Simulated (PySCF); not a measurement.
**Continuum solvent and chemical shifts**

Bonds (- single, = double, # triple, : aromatic): none between heavy atoms. P1 carries H2, H3. Formal charges: P1 -1.

Total charge -1.

GIAO PBE0/pcSseg-1 in PySCF 2.14 on one PBE0-D3(BJ)/def2-SVP conformer, non-relativistic, equivalent nuclei averaged. Solvents enter as an IEF-PCM continuum (dichloromethane with ε = 8.9, acetonitrile with ε = 35.7) around the gas-phase geometry.

Gas phase, σ in ppm: P1 632.3, H2/H3 33.31. Dipole moment 0.58 D.

(1) How does each σ change in the continuum?

(2) Which nuclei move most (in ppm), and what does the model miss?

Answers

(1) 
```
atoms               environment  Δσ, dichloromethane  Δσ, acetonitrile
   P1  phosphorus bonded to 2 H                +27.2             +31.2
H2/H3  hydrogen on a phosphorus                -0.54             -0.64
```

Changes are relative to the gas phase. The dipole moment becomes 1.08 D in dichloromethane, 1.16 D in acetonitrile.

(2) P1 (phosphorus bonded to 2 H, +31.2 ppm) in acetonitrile. A continuum only polarises the solute; specific hydrogen bonds, the anisotropy of aromatic solvents and changes of geometry or conformer are outside it, as are counter-ions.
